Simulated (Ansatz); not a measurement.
## Bands of MgO

```xyz
2
Lattice="0.0000 2.1269 2.1269 2.1269 0.0000 2.1269 2.1269 2.1269 0.0000" Properties=species:S:1:pos:R:3 pbc="T T T"
Mg    0.0000    0.0000    0.0000
O     2.1269    2.1269    2.1269
```

Atom numbers follow the list: Mg1, O2.

The structure comes from a relaxation in the same program, started in the rocksalt type, and has space group Fm-3m. Whether it is a known phase or the ground state wasn't checked.

Theory: DFT, PBE, all-electron LAPW, scalar-relativistic in Ansatz 0.2.0.

Sampling and basis: a Γ-centred 16×16×16 k mesh, Fermi–Dirac smearing of 0.05 eV, basis error target 1 meV/atom, no spin polarisation.

Points in fractions of the reciprocal vectors of this cell: Γ (0, 0, 0), X (0.5, 0, 0.5), U (0.625, 0.25, 0.625), K (0.375, 0.375, 0.75), L (0.5, 0.5, 0.5), W (0.5, 0.25, 0.75). The path joins them by straight lines in the order Γ–X–U–K–Γ–L–W–X; legs that retrace an earlier one aren't tabulated. Energies are in eV from the top of the valence band.

(1) Is there a gap, and where are the band edges?

(2) List the levels between -14 and 8 eV at the symmetry points.

Results:

(1) 4.46 eV, direct at Γ.

(2) 
Γ: 0.00 (×3), 4.46
X: -3.94, -1.30 (×2)
U: -3.36, -2.62, -1.10
K: -3.36, -2.62, -1.10
L: -4.48, -0.62 (×2), 7.72
W: -2.84 (×2), -1.71
